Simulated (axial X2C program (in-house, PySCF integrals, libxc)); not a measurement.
**Linear FSiF⁻ at several levels**

How do method and spin–orbit coupling move the bonds and stretches of FSiF⁻, held linear?

Method: all-electron X2C, two-component (2c) or spin-free, F dyall-av3z, Si dyall-v3z; program: an in-house X2C program for linear molecules on PySCF integrals.

All values are calculated.

2 further runs of the same task are left out: 2 set aside as unsound or not needed.

## 1. Set-up

File task.json:

```json
{"zs": [9, 14, 9], "q": -1, "bas": ["dyall-av3z", "dyall-v3z", "dyall-av3z"], "r0": [1.8, 1.8], "symm": 1, "scan": ["PBE0", "HF", "BHandHLYP"], "levels": ["PBE0", "HF", "r2SCAN"], "nst": 2}
```

Keys: zs atomic numbers; q charge; bas basis sets; r0 starting distance in Å; symm equal bonds; scan levels of the two-bond scan (MP2 follows by itself at each HF point); levels methods; nst determinants followed.

The run is started by

```sh
> python solin.py task.json out
```

Masses F 18.998, Si 27.977, F 18.998 u.

## 2. Scan at PBE0, 2c

State: Ω = 1/2 (beyond evenly filled blocks: ω = 1/2). Energies above the lowest point, from the job's result record:

```
r(F–Si) (Å)  r(Si–F) (Å)  E (meV)
     1.7345       1.7345    22.88
     1.7345       1.7790    10.31
     1.7345       1.8235    17.40
     1.7790       1.7345    10.31
     1.7790       1.7790     0.00
     1.7790       1.8235     9.57
     1.7790       1.8679    33.99
     1.8235       1.7345    17.40
     1.8235       1.7790     9.57
     1.8235       1.8235    21.83
     1.8679       1.7790    33.99
     1.8679       1.8679    79.31
```

A quadratic surface with cubic terms in each bond gives the minimum at 1.778 and 1.778 Å, force constants 1.63, 1.63 and coupling 0.22 mdyn/Å.

## 3. Scan at HF, 2c

State: Ω = 1/2 (beyond evenly filled blocks: ω = 1/2). Energies above the lowest point, from the job's result record:

```
r(F–Si) (Å)  r(Si–F) (Å)  E (meV)
     1.7345       1.7345     5.25
     1.7345       1.7790     1.24
     1.7345       1.8235    13.13
     1.7790       1.7345     1.24
     1.7790       1.7790     0.00
     1.7790       1.8235    14.98
     1.7790       1.8679    41.29
     1.8235       1.7345    13.13
     1.8235       1.7790    14.98
     1.8235       1.8235    33.35
     1.8679       1.7790    41.29
     1.8679       1.8679    97.11
```

A quadratic surface with cubic terms in each bond gives the minimum at 1.762 and 1.762 Å, force constants 1.48, 1.48 and coupling 0.27 mdyn/Å.

## 4. Scan at BHandHLYP, 2c

State: Ω = 1/2 (beyond evenly filled blocks: ω = 1/2). Energies above the lowest point, from the job's result record:

```csv
r(F–Si) (Å),r(Si–F) (Å),E (meV)
1.7345,1.7345,12.55
1.7345,1.7790,4.98
1.7345,1.8235,15.52
1.7790,1.7345,4.98
1.7790,1.7790,0.00
1.7790,1.8235,13.37
1.7790,1.8679,40.12
1.8235,1.7345,15.52
1.8235,1.7790,13.37
1.8235,1.8235,29.80
1.8679,1.7790,40.12
1.8679,1.8679,93.18
```

A quadratic surface with cubic terms in each bond gives the minimum at 1.769 and 1.769 Å, force constants 1.59, 1.59 and coupling 0.25 mdyn/Å.

## 5. The levels side by side

| level | r(F–Si) (Å) | r(Si–F) (Å) | lower stretch (cm⁻¹) | upper stretch (cm⁻¹) |
| --- | --- | --- | --- | --- |
| PBE0, 2c | 1.778 | 1.778 | 405.9 | 545.5 |
| HF, 2c | 1.762 | 1.762 | 395.6 | 504.0 |
| BHandHLYP, 2c | 1.769 | 1.769 | 405.0 | 531.9 |
| MP2, 2c | 1.784 | 1.784 | 403.1 | 544.7 |
| PBE0, spin-free | 1.778 | 1.778 | 406.0 | 545.9 |
| HF, spin-free | 1.762 | 1.762 | 395.7 | 504.4 |
| BHandHLYP, spin-free | 1.768 | 1.768 | 405.1 | 532.2 |
| MP2, spin-free | 1.784 | 1.784 | 403.3 | 545.1 |

Scans not shown above were run alike.

What this shows: Over the levels the F–Si bond spans 1.762 to 1.784 Å and the Si–F bond 1.762 to 1.784 Å. At PBE0 spin–orbit coupling leaves both bonds unchanged to 0.001 Å. Each state is one determinant, the lowest of a limited PBE0 search; the stretches come from a fit to few points and are good to some per cent at best. The stretches are sorted by size, and where the two bonds are alike the symmetric and antisymmetric modes can swap order between levels. MP2 freezes inner shells (threshold -2 hartree). For an anion the highest level of a functional can be positive, and the basis then holds the extra electron. The molecule was held linear; bending was not examined, so a bent shape may lie lower. Note: functional without a current term on a determinant with orbital currents, of the molecule or an atom.
